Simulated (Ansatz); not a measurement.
# AlSiH₄ radical (SMILES [AlH2][SiH2]): single points off equilibrium

Aim: energy, forces and dipole at a structure displaced at random from a GFN2-xTB minimum, from CCSD(T) and from density functionals.

The runs use Ansatz 0.2.0, Gaussian basis; single points in def2-TZVPP.

Cores are frozen in the correlated methods. Orbitals are unrestricted.

### 1 Where the work starts

SMILES `[AlH2][SiH2]`, 6 atoms, charge 0, spin multiplicity 2.

Atoms are counted from 1 here; the program's logs count them from 0.

Bond lengths: Al1–Si2 2.351 Å, Al1–H3 1.588 Å, Al1–H4 1.552 Å, Si2–H5 1.459 Å, Si2–H6 1.462 Å. Angles: Si2–Al1–H3 130.7°, Si2–Al1–H4 122.5°, H3–Al1–H4 106.8°, Al1–Si2–H5 126.0°, Al1–Si2–H6 125.7°, H5–Si2–H6 100.6°.

As a file:

```xyz
6
charge 0, multiplicity 2
Al   -0.2643   -1.1264   -0.0976
Si    0.4457    1.1131   -0.0113
H    -1.5895   -1.8133    0.4444
H     0.6143   -2.2566   -0.6963
H    -0.0715    2.2087   -0.8234
H     0.8426    1.8365    1.1959
```

### 2 CCSD(T)/def2-TZVPP

File run/in.yaml:

```yaml
crystal:
  periodic: [false, false, false]
  atoms:
    - {symbol: Al, position_ang: [-0.264300, -1.126400, -0.097600]}
    - {symbol: Si, position_ang: [0.445700, 1.113100, -0.011300]}
    - {symbol: H, position_ang: [-1.589500, -1.813300, 0.444400]}
    - {symbol: H, position_ang: [0.614300, -2.256600, -0.696300]}
    - {symbol: H, position_ang: [-0.071500, 2.208700, -0.823400]}
    - {symbol: H, position_ang: [0.842600, 1.836500, 1.195900]}
basis:
  gaussian: {orbitals: def2-TZVPP}
magnetization: {spin_polarized: true, initial_magnetization: 1}
correlation: {method: ccsd_t}
scf: {omitted_lower_state_checks: [cluster_reference]}
output: {forces: true}
```

On the command line:

```bash
> ansatz run in.yaml --threads 4 --pin off --events-out ev --progress --plain --max-ram 5222MiB
```

### 3 PBE0-D4/def2-TZVPP

Edit run/in.yaml of step 2 so:

```diff
@@ -12,4 +12,3 @@
 magnetization: {spin_polarized: true, initial_magnetization: 1}
-correlation: {method: ccsd_t}
-scf: {omitted_lower_state_checks: [cluster_reference]}
-output: {forces: true}
+hamiltonian: {xc: pbe0, dispersion: d4}
+output: {forces: true, orbitals: {seedname: orbitals}}
```

### 4 wB97M-V/def2-TZVPP

Edit run/in.yaml of step 3 so:

```diff
@@ -12,3 +12,3 @@
 magnetization: {spin_polarized: true, initial_magnetization: 1}
-hamiltonian: {xc: pbe0, dispersion: d4}
-output: {forces: true, orbitals: {seedname: orbitals}}
+hamiltonian: {xc: {name: wB97M-V}}
+output: {forces: true}
```

### 5 r2SCAN-D4/def2-TZVPP

Edit run/in.yaml of step 4 so:

```diff
@@ -12,3 +12,3 @@
 magnetization: {spin_polarized: true, initial_magnetization: 1}
-hamiltonian: {xc: {name: wB97M-V}}
+hamiltonian: {xc: r2scan, dispersion: d4}
 output: {forces: true}
```

### 6 PBE-D4/def2-TZVPP

Edit run/in.yaml of step 5 so:

```diff
@@ -12,3 +12,3 @@
 magnetization: {spin_polarized: true, initial_magnetization: 1}
-hamiltonian: {xc: r2scan, dispersion: d4}
+hamiltonian: {xc: pbe, dispersion: d4}
 output: {forces: true}
```

### 7 r2SCANh-D4/def2-TZVPP

Edit run/in.yaml of step 6 so:

```diff
@@ -12,3 +12,3 @@
 magnetization: {spin_polarized: true, initial_magnetization: 1}
-hamiltonian: {xc: pbe, dispersion: d4}
+hamiltonian: {xc: {name: r2SCANh}, dispersion: d4}
 output: {forces: true}
```

### 8 BLYP-D4/def2-TZVPP

Edit run/in.yaml of step 7 so:

```diff
@@ -12,3 +12,3 @@
 magnetization: {spin_polarized: true, initial_magnetization: 1}
-hamiltonian: {xc: {name: r2SCANh}, dispersion: d4}
+hamiltonian: {xc: {name: BLYP}, dispersion: d4}
 output: {forces: true}
```

(Steps that only read results are left out.)

Q: Predict the outcome of this session. Wanted: energy less free atoms, CCSD(T)/def2-TZVPP; RMS force component; RMS force error; HOMO and LUMO, PBE0-D4; T1 diagnostic.

**Answer**, as computed:

| quantity | value |
| --- | --- |
| energy less free atoms, CCSD(T)/def2-TZVPP | -13.979 eV |
| RMS force component | 0.399 to 0.439 eV/Å over the methods |
| RMS force error | PBE0-D4 0.075, wB97M-V 0.055, r2SCAN-D4 0.071, PBE-D4 0.164, r2SCANh-D4 0.051, BLYP-D4 0.091 eV/Å |
| HOMO and LUMO, PBE0-D4 | -5.90 and -2.52 eV |
| T1 diagnostic | 0.015 |

In words: Against CCSD(T) the functionals' energies less atoms differ by -0.477 to -0.044 eV, PBE-D4 by -0.044 eV. The reference is not at the basis limit: in triple zeta CCSD(T) underbinds, which counts against methods that bind more; the gaps are no ranking. For forces r2SCANh-D4 does best and PBE-D4 worst.
